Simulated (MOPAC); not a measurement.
MOPAC input (PM6):

```
PM6 FORCE THERMO(298,298) PRECISE LET CHARGE=1 GEO-OK AUX(PRECISION=9) THREADS=1
H3Si

Si   -0.00000000 1   -0.00000000 1    0.00000000 1
H     0.01219273 1    1.46355304 1   -0.00874321 1
H     1.26130547 1   -0.74224210 1    0.01994442 1
H    -1.27349820 1   -0.72131094 1   -0.01120120 1
```

Q: Which zero-point energy does it print?

A: 12.46 kcal/mol, from the harmonic wavenumbers of PM6.
